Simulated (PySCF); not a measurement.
Highest orbital energy against ionisation energy along group 15

Calculated with PySCF 2.14, no spin-orbit coupling. Each cell gives −ε(HOMO) / ΔSCF in eV; NIST values include spin-orbit coupling, (s) semi-empirical, (t) theoretical.

```
                                 species              UHF             LDA             PBE             PBE0          r2SCAN  NIST (lowest levels)
     N (aug-cc-pwCVTZ, non-relativistic)  15.532 / 13.894  8.406 / 15.008  8.302 / 14.732  10.214 / 14.703  8.897 / 14.805                14.534
     P (aug-cc-pwCVTZ, non-relativistic)   10.673 / 9.909  6.302 / 10.580  6.296 / 10.494   7.536 / 10.533  6.704 / 10.637                10.487
As (aug-cc-pwCVTZ-PP with ECP10MDF, ECP)   10.044 / 9.408   5.939 / 9.982   5.904 / 9.847    7.082 / 9.914  6.301 / 10.067                 9.789
Sb (aug-cc-pwCVTZ-PP with ECP28MDF, ECP)    9.097 / 8.571   5.522 / 9.117   5.466 / 8.963    6.522 / 9.037   5.829 / 9.164                 8.608
Bi (aug-cc-pwCVTZ-PP with ECP60MDF, ECP)    8.682 / 8.201   5.287 / 8.749   5.198 / 8.564    6.207 / 8.634   5.561 / 8.757                 7.286
```

Task: How far is −ε(HOMO) from ΔSCF on average for each method, and why?

Result: UHF 0.81 eV; LDA -4.40 eV; PBE -4.29 eV; PBE0 -3.05 eV; r2SCAN -4.03 eV. Hartree-Fock orbital energies lack relaxation and so exceed the ΔSCF value; semilocal functionals have convex E(N) from self-interaction, so their HOMO lies far too high; exact exchange moves hybrids part of the way back.
